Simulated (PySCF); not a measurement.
# Basis-set dependence of population analyses: N2

N₂.
Bonds: N1–N2 (triple).

PBE0 throughout (PySCF), one geometry, spherical d and f functions. Geometry: PBE0-D3(BJ)/def2-SVP; no solvent, vibrations or thermal averaging. Atoms taken as equivalent share a column and are averaged.

Mulliken charges (e):

```
        basis  functions  N1/N2
       STO-3G         10  0.000
        6-31G         18  0.000
     pcSseg-0         18  0.000
       6-31G*         28  0.000
     def2-SVP         28  0.000
      cc-pVDZ         28  0.000
     pcSseg-1         34  0.000
  aug-cc-pVDZ         46  0.000
6-311+G(2d,p)         54  0.000
      cc-pVTZ         60  0.000
    def2-TZVP         62  0.000
     IGLO-III         70  0.000
     pcSseg-3        144  0.000
```

IAO charges (e):

| basis | functions | N1/N2 |
| --- | --- | --- |
| STO-3G | 10 | 0.000 |
| 6-31G | 18 | 0.000 |
| pcSseg-0 | 18 | 0.000 |
| 6-31G* | 28 | 0.000 |
| def2-SVP | 28 | 0.000 |
| cc-pVDZ | 28 | 0.000 |
| pcSseg-1 | 34 | 0.000 |
| aug-cc-pVDZ | 46 | 0.000 |
| 6-311+G(2d,p) | 54 | 0.000 |
| cc-pVTZ | 60 | 0.000 |
| def2-TZVP | 62 | 0.000 |
| IGLO-III | 70 | 0.000 |
| pcSseg-3 | 144 | 0.000 |

Hirshfeld charges (e):

| basis | functions | N1/N2 |
| --- | --- | --- |
| STO-3G | 10 | 0.000 |
| 6-31G | 18 | 0.000 |
| pcSseg-0 | 18 | 0.000 |
| 6-31G* | 28 | 0.000 |
| def2-SVP | 28 | 0.000 |
| cc-pVDZ | 28 | 0.000 |
| pcSseg-1 | 34 | 0.000 |
| aug-cc-pVDZ | 46 | 0.000 |
| 6-311+G(2d,p) | 54 | 0.000 |
| cc-pVTZ | 60 | 0.000 |
| def2-TZVP | 62 | 0.000 |
| IGLO-III | 70 | 0.000 |
| pcSseg-3 | 144 | 0.000 |

**Question.** Which scheme is steadiest as the basis changes?

**Answer.** Largest range over the bases for any column: Hirshfeld 0.00 e, IAO 0.00 e, Mulliken 0.00 e. The schemes move by about as much. Without the minimal STO-3G basis the ranges are Hirshfeld 0.00, IAO 0.00, Mulliken 0.00 e.

**Question.** How much do the charges still move between the two largest bases, IGLO-III and pcSseg-3?

**Answer.** At most, over all atoms: Mulliken 0.000 e, IAO 0.000 e, Hirshfeld 0.000 e.

**Question.** What do the same runs give for the total energy and the frontier levels?

**Answer.** 
```tsv
basis	energy (Eh)	HOMO (eV)	LUMO (eV)
STO-3G	-107.9385	-9.76	1.77
6-31G	-109.3438	-11.85	-0.56
pcSseg-0	-109.1221	-12.20	-0.83
6-31G*	-109.3978	-11.91	-0.21
def2-SVP	-109.3151	-12.04	-0.34
cc-pVDZ	-109.4104	-11.80	-0.11
pcSseg-1	-109.3901	-12.06	-0.42
aug-cc-pVDZ	-109.4185	-12.19	-0.62
6-311+G(2d,p)	-109.4361	-12.25	-0.64
cc-pVTZ	-109.4413	-12.08	-0.40
def2-TZVP	-109.4461	-12.17	-0.52
IGLO-III	-109.4468	-12.21	-0.59
pcSseg-3	-109.4522	-12.18	-0.60
```
